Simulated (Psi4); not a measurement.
# HSE06/def2-TZVPPD run of [HO2]− (hydroperoxide(1-))

What is the energy change on altering one bond length of [HO2]− (hydroperoxide(1-)) at HSE06/def2-TZVPPD? 

The calculation is run with Psi4 1.11.

1 further run of the same task is left out (set aside as unsound or not needed).

## Step 1: The system as given

[HO2]−: 3 atoms, total charge -1, spin state singlet. SMILES: `[O-]O`. Geometry: relaxed at PBE0-D4/def2-TZVPD.

Bond lengths: O1–O2 1.479 Å, O2–H3 0.961 Å. Angles: O1–O2–H3 100.1°.

## Step 2: Energy and gradient at HSE06/def2-TZVPPD

ho2.xyz

```xyz
3
HO2
O     -0.357760     1.025590    -0.080830
O     -0.242260    -0.445880    -0.180750
H      0.600030    -0.579720     0.261570
```

ho2.py

```python
import psi4

psi4.set_memory(2200000000)
psi4.set_num_threads(1)
psi4.set_output_file('output.dat', False)

with open('ho2.xyz') as f:
    atoms = ''.join(f.readlines()[2:])
m = psi4.geometry('-1 1\n' + atoms + 'symmetry c1')

psi4.set_options({
    'basis': 'def2-TZVPPD',
    'puream': True,
    'e_convergence': 1e-09,
    'd_convergence': 1e-08,
    'scf_type': 'pk',
    'dft_radial_points': 99,
    'dft_spherical_points': 590,
})

e_tot, wfn = psi4.gradient("hse06", return_wfn=True)
print('gradient / Eh bohr^-1')
print(e_tot.np.round(6))
print(f'energy = {wfn.energy():.10f} Eh')
```

Command:

```bash
$ python ho2.py
```

output.dat:

```text
[...]
  Running in c1 symmetry.
[...]
  Nuclear repulsion =   29.527067200135445
[...]
  Multiplicity = 1
[...]
  Nalpha       = 9
  Nbeta        = 9
[...]
    Number of basis functions: 97
[...]
   @RKS iter   1:  -150.63569752318614   -4.30179e-01   7.41879e-03 ADIIS/DIIS
[...]
   @RKS iter  12:  -150.86044561972923   -2.27374e-13   4.80136e-10 DIIS
[...]
    Orbital Energies [Eh]
    ---------------------
    Doubly Occupied:
       1A    -18.967318     2A    -18.886655     3A     -0.795664
       4A     -0.536177     5A     -0.220048     6A     -0.126881
       7A     -0.100820     8A      0.039425     9A      0.064890
[...]
  @RKS Final Energy:  -150.86044561972923
   => Energetics <=
    Nuclear Repulsion Energy =             29.5270672001354448
    One-Electron Energy =                -271.9458811084418812
    Two-Electron Energy =                 105.1352674997256003
    DFT Exchange-Correlation Energy =     -13.5768992111483850
    Empirical Dispersion Energy =           0.0000000000000000
    VV10 Nonlocal Energy =                  0.0000000000000000
    Total Energy =                       -150.8604456197292052
[...]
 Multipole Moments:
 ------------------------------------------------------------------------------------
     Multipole            Electronic (a.u.)      Nuclear  (a.u.)        Total (a.u.)
 ------------------------------------------------------------------------------------
 L = 1.  Multiply by 2.5417464519 to convert [e a0] to [Debye]
 Dipole X            :         -0.3003430            0.8887421            0.5883990
 Dipole Y            :         -0.0873180           -0.7937641           -0.8810821
 Dipole Z            :          0.0000000            0.0000000            0.0000000
 Magnitude           :                                                    1.0594900
[...]
  -Total Gradient:
     Atom            X                  Y                   Z
    ------   -----------------  -----------------  -----------------
       1        0.000056857621    -0.001391959622    -0.000000000000
       2       -0.002423436466     0.001727273727     0.000000000000
       3        0.002380378995    -0.000325661216    -0.000000000000
[...]
```

On the terminal:

```text
gradient / Eh bohr^-1
[[ 5.700e-05 -1.392e-03 -0.000e+00]
 [-2.423e-03  1.727e-03  0.000e+00]
 [ 2.380e-03 -3.260e-04 -0.000e+00]]
energy = -150.8604456197 Eh
```

Wall time 52 s (1 thread of Intel Xeon at 2.50GHz (Skylake/Cascade Lake), shared host); peak memory 0.91 GiB.

## Step 3: The distorted shape: a single-point energy at HSE06/def2-TZVPPD

ho2.json

```json
{
 "schema_name": "qcschema_input",
 "schema_version": 1,
 "molecule": {
  "schema_name": "qcschema_molecule",
  "schema_version": 2,
  "symbols": ["O", "O", "H"],
  "geometry": [-0.74154932, 2.77231137, -0.09609824, -0.45780505, -0.84259108, -0.341568, 1.13389237, -1.09551203, 0.49429566],
  "molecular_charge": -1,
  "molecular_multiplicity": 1,
  "fix_symmetry": "c1",
  "fix_com": true,
  "fix_orientation": true
 },
 "driver": "energy",
 "model": {
  "method": "hse06",
  "basis": "def2-TZVPPD"
 },
 "keywords": {
  "reference": "rks",
  "puream": true,
  "e_convergence": 1e-09,
  "d_convergence": 1e-08,
  "scf_type": "pk",
  "dft_radial_points": 99,
  "dft_spherical_points": 590,
  "scf_properties": ["QUADRUPOLE", "WIBERG_LOWDIN_INDICES", "MULLIKEN_CHARGES"]
 }
}
```

Command:

```bash
$ psi4 --qcschema ho2.json -n 1 --memory 2200MB
```

stdout:

```text
[...]
  Running in c1 symmetry.
[...]
  Nuclear repulsion =   23.860121046489002
[...]
  Multiplicity = 1
[...]
  Nalpha       = 9
  Nbeta        = 9
[...]
    Number of basis functions: 97
[...]
   @RKS iter   1:  -150.62711505730041   -6.91240e-01   6.96382e-03 ADIIS/DIIS
[...]
   @RKS iter  12:  -150.82119503030881   -3.97904e-12   3.63295e-09 DIIS
[...]
    Orbital Energies [Eh]
    ---------------------
    Doubly Occupied:
       1A    -18.966390     2A    -18.943723     3A     -0.727693
       4A     -0.586635     5A     -0.199150     6A     -0.088670
       7A     -0.068772     8A     -0.005365     9A      0.004647
[...]
  @RKS Final Energy:  -150.82119503030881
   => Energetics <=
    Nuclear Repulsion Energy =             23.8601210464890023
    One-Electron Energy =                -260.4844279763303803
    Two-Electron Energy =                  99.2930544174664931
    DFT Exchange-Correlation Energy =     -13.4899425179339492
    Empirical Dispersion Energy =           0.0000000000000000
    VV10 Nonlocal Energy =                  0.0000000000000000
    Total Energy =                       -150.8211950303088145
[...]
 Multipole Moments:
 ------------------------------------------------------------------------------------
     Multipole            Electronic (a.u.)      Nuclear  (a.u.)        Total (a.u.)
 ------------------------------------------------------------------------------------
 L = 1.  Multiply by 2.5417464519 to convert [e a0] to [Debye]
 Dipole X            :          9.5202609           -8.4609426            1.0593183
 Dipole Y            :        -15.8485058           14.3422503           -1.5062555
 Dipole Z            :          3.4154883           -3.0070343            0.4084540
 Magnitude           :                                                    1.8862120
 L = 2.  Multiply by 1.3450342976 to convert [e a0^2] to [Debye ang]
 Quadrupole XX       :        -18.6388175            7.3615588          -11.2772587
 Quadrupole XY       :         14.9999278          -14.6026980            0.3972298
[...]
  Mulliken Charges: (a.u.)
   Center  Symbol    Alpha    Beta     Spin     Total
       1     O     4.31733  4.31733  0.00000 -0.63467
       2     O     4.25342  4.25342  0.00000 -0.50684
       3     H     0.42924  0.42924  0.00000  0.14151
   Total alpha =  9.00000, Total beta =  9.00000, Total charge = -1.00000
  Wiberg Bond Indices using Orthogonal Lowdin Orbitals:
[...]
```

The result, in JSON:

```text
{
 "driver": "energy",
 "model": {
  "method": "hse06",
  "basis": "def2-TZVPPD"
 },
 "success": true,
 "return_result": -150.82119503030881,
 "properties": {
  "calcinfo_nbasis": 97,
  "calcinfo_nmo": 97,
  "calcinfo_nalpha": 9,
  "calcinfo_nbeta": 9,
  "calcinfo_natom": 3,
  "nuclear_repulsion_energy": 23.860121046489002,
  "return_energy": -150.82119503030881,
  "scf_one_electron_energy": -260.4844279763304,
  "scf_two_electron_energy": 99.2930544174665,
  "scf_xc_energy": -13.48994251793395,
  "scf_dipole_moment": [1.059318313822791, -1.5062554905763577, 0.40845399081214584],
  "scf_total_energy": -150.82119503030881,
  "scf_iterations": 12
 }
}
```

Run time: 38 s. Hardware: 1 thread of Intel Xeon at 2.50GHz (Skylake/Cascade Lake), shared host; peak memory 0.9 GiB.

## Step 4: What came out

At HSE06/def2-TZVPPD:

| quantity | value |
| --- | --- |
| first shape: total energy | -150.86045 Eh |
| first shape: HOMO energy | 1.77 eV |
| first shape: LUMO energy | 4.62 eV |
| first shape: HOMO–LUMO gap (to an unbound level, set by the basis) | 2.85 eV |
| first shape: largest force on an atom | 0.153 eV/Å |
| distorted shape: total energy | -150.82120 Eh |
| distorted shape: HOMO energy | 0.13 eV |
| distorted shape: LUMO energy | 3.31 eV |
| distorted shape: HOMO–LUMO gap (to an unbound level, set by the basis) | 3.19 eV |
| energy change with the O1–O2 bond stretched from 1.479 to 1.923 Å | 1.068 eV |

In words: With the O1–O2 bond stretched from 1.479 to 1.923 Å the energy rises by 1.07 eV (25 kcal/mol). The first shape isn't relaxed at this level, so the change isn't measured from a minimum. The HOMO (first shape) lies at positive energy, 1.77 eV; only total energies tell whether the electron is bound. The HOMO (distorted shape) lies at positive energy, 0.13 eV; only total energies tell whether the electron is bound.
